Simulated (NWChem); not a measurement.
Molecule: silicon monoxide (SiO, singlet); SMILES [Si]=O

All runs: NWChem. Low-valent species are run as closed-shell singlets; no triplet was tried in these runs. The geometry was optimised at PBE0-D3(BJ)/def2-TZVP. Solvent water, SMD (1 M gas to 1 M solution), gas-phase geometry. Reactions with the solvent are ignored.

```json
[
 {"level": "PBE0/STO-3G", "basis functions": "14", "solvation free energy (kcal/mol)": "-2.6", "cavity-dispersion-structure term (kcal/mol)": "0.0", "dipole in solution (D)": "1.53"},
 {"level": "PBE0/def2-SVP", "basis functions": "32", "solvation free energy (kcal/mol)": "-6.3", "cavity-dispersion-structure term (kcal/mol)": "0.0", "dipole in solution (D)": "3.55"},
 {"level": "PBE0/def2-SVPD", "basis functions": "47", "solvation free energy (kcal/mol)": "-7.3", "cavity-dispersion-structure term (kcal/mol)": "0.0", "dipole in solution (D)": "4.25"},
 {"level": "PBE0/def2-TZVP", "basis functions": "68", "solvation free energy (kcal/mol)": "-7.2", "cavity-dispersion-structure term (kcal/mol)": "0.0", "dipole in solution (D)": "4.13"},
 {"level": "PBE0/def2-TZVPD", "basis functions": "83", "solvation free energy (kcal/mol)": "-7.3", "cavity-dispersion-structure term (kcal/mol)": "0.0", "dipole in solution (D)": "4.27"},
 {"level": "PBE0/def2-TZVPP", "basis functions": "73", "solvation free energy (kcal/mol)": "-7.1", "cavity-dispersion-structure term (kcal/mol)": "0.0", "dipole in solution (D)": "4.13"}
]
```
